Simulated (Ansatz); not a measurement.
doublet MgB: levels of theory in one basis

```yaml
atoms:
  - { symbol: Mg, position_ang: [0.0000, 0.0000, -1.2850] }
  - { symbol: B, position_ang: [0.0000, 0.0000, 1.2850] }
```

Basis set: def2-SVP (spherical functions). Left uncorrelated: 2 orbitals. Correlation on ROHF uses semicanonical orbitals with singles. Charge 0, multiplicity 2.

Computed with Ansatz (development build ahead of 0.2.0); each method stands on the lowest determinant of its kind that the runs found.

| method | E − E(ROHF) (eV) | <S²> of the determinant |
| --- | --- | --- |
| ROHF | 0.00 | 0.75 |
| UHF | -0.59 | 1.52 |
| ROHF-MP2 | -2.17 | – |
| UHF-MP2 | -2.17 | 1.52 |
| ROHF-CCSD(T) | -3.21 | – |
| UHF-CCSD(T) | -3.16 | 1.52 |

**Question.** Is a single determinant a sound starting point here?

**Answer.** It is doubtful. Unrestricted orbitals lower Hartree–Fock by 0.59 eV and <S²> is 1.52 where a pure state has 0.75, a sign of strong static correlation.

Caution for UHF, UHF-MP2, UHF-CCSD(T): the unrestricted determinant is spin contaminated.
